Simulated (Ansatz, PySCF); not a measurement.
Breaking a bond: SMILES C[SiH3] (CH₆Si). The Si2–H8 bond (Si2 also carries C, H, H; H8 carries nothing else) is stretched with both fragments frozen at the PBE0/def2-TZVP optimised geometry.

Levels of theory: UHF/cc-pVTZ (Ansatz, an electronic-structure program); RHF/cc-pVTZ (Ansatz); UKS-PBE = unrestricted PBE/cc-pVTZ in Ansatz; RKS-PBE = restricted PBE/cc-pVTZ run with Ansatz; UKS-B3LYP = unrestricted B3LYP/cc-pVTZ (Ansatz); RKS-B3LYP = restricted B3LYP/cc-pVTZ run with Ansatz; UKS-B3LYP/6-31G* = unrestricted B3LYP/6-31G*, spherical d in PySCF; RKS-B3LYP/6-31G* = restricted B3LYP/6-31G*, spherical d (PySCF 2.14.0); UKS-BP86/6-31G* = PySCF with unrestricted BP86/6-31G*, spherical d; RKS-BP86/6-31G* = restricted BP86/6-31G*, spherical d (PySCF).

Scanned distances (Å): 1.11, 1.20, 1.25, 1.33, 1.41, 1.44, 1.49, 1.54, 1.59, 1.64, 1.73, 1.82, 2.00, 2.21, 2.50, 2.72, 2.98, 3.29, 3.62, 4.05, 4.43, 5.18.

Question: Where does the unrestricted solution first break spin symmetry (<S²> of 0.01 or more)?

Answer: UHF: between 2.00 and 2.21 Å; UKS-PBE: between 2.72 and 2.98 Å; UKS-B3LYP: between 2.50 and 2.72 Å; UKS-B3LYP/6-31G*: between 2.50 and 2.72 Å; UKS-BP86/6-31G*: between 2.72 and 2.98 Å.

```tsv
R / Å	<S²> UHF	E(RHF) − E(UHF) / kcal/mol	<S²> UKS-PBE	E(RKS-PBE) − E(UKS-PBE) / kcal/mol	<S²> UKS-B3LYP	E(RKS-B3LYP) − E(UKS-B3LYP) / kcal/mol	<S²> UKS-B3LYP/6-31G*	E(RKS-B3LYP/6-31G*) − E(UKS-B3LYP/6-31G*) / kcal/mol	<S²> UKS-BP86/6-31G*	E(RKS-BP86/6-31G*) − E(UKS-BP86/6-31G*) / kcal/mol
1.11	0.00	0.0	0.00	0.0	0.00	0.0	0.00	0.0	0.00	0.0
1.20	0.00	0.0	0.00	0.0	0.00	0.0	0.00	0.0	0.00	0.0
1.25	0.00	0.0	0.00	0.0	0.00	0.0	0.00	0.0	0.00	0.0
1.33	0.00	0.0	0.00	0.0	0.00	0.0	0.00	0.0	0.00	0.0
1.41	0.00	0.0	0.00	0.0	0.00	0.0	0.00	0.0	0.00	0.0
1.44	0.00	0.0	0.00	0.0	0.00	0.0	0.00	0.0	0.00	0.0
1.49	0.00	0.0	0.00	0.0	0.00	0.0	0.00	0.0	0.00	0.0
1.54	0.00	0.0	0.00	0.0	0.00	0.0	0.00	0.0	0.00	0.0
1.59	0.00	0.0	0.00	0.0	0.00	0.0	0.00	0.0	0.00	0.0
1.64	0.00	0.0	0.00	0.0	0.00	0.0	0.00	0.0	0.00	0.0
1.73	0.00	0.0	0.00	0.0	0.00	0.0	0.00	0.0	0.00	0.0
1.82	0.00	0.0	0.00	0.0	0.00	0.0	0.00	0.0	0.00	0.0
2.00	0.00	0.0	0.00	0.0	0.00	0.0	0.00	0.0	0.00	0.0
2.21	0.06	0.1	0.00	0.0	0.00	0.0	0.00	0.0	0.00	0.0
2.50	0.56	7.7	0.00	0.0	0.00	0.0	0.00	0.0	0.00	0.0
2.72	0.75	17.8	0.00	0.0	0.23	0.7	0.25	0.9	0.00	0.0
2.98	0.87	30.8	0.46	1.9	0.55	4.6	0.56	5.1	0.37	1.2
3.29	0.94	45.6	0.76	7.1	0.77	11.0	0.78	12.0	0.70	5.8
3.62	0.98	59.5	0.91	13.2	0.90	17.9	0.91	19.5	0.87	11.3
4.05	1.00	74.4	0.98	19.9	0.97	25.4	0.97	27.7	0.96	17.7
4.43	1.00	84.8	1.00	24.1	0.99	30.5	0.99	33.2	0.99	21.8
5.18	1.00	99.6	1.00	29.0	1.00	36.9	1.00	40.0	1.00	26.6
```
